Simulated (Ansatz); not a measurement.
bcc V, treated with PBE-D3(BJ) (Ansatz, an electronic-structure program, plane waves, PAW).

Settings: plane-wave cutoff 500 eV, 34×34×34 k mesh, Fermi–Dirac smearing 0.1 eV, no spin polarisation, scalar-relativistic PAW data made under PBE.

Computed at the level's own relaxed cell.

**Question.** What does this level give for the volume per atom and lattice parameter a?

**Answer.** 
* **volume per atom**: 12.87 Å³/atom
* **lattice parameter a**: 2.952 Å

Measured, for comparison: equilibrium volume per atom 13.79 Å³/atom, lattice constant a 3.021 Å (static lattice: zero-point anharmonic expansion removed; as tabulated in Mejia-Rodriguez and Trickey (2018), arXiv:1807.09216). Computed (rounded) less measured: equilibrium volume per atom -6.7 %, lattice constant a -2.3 %.

The computed numbers hold no vibrational or temperature effects.

It cost very roughly 80 core-seconds of CPU time.
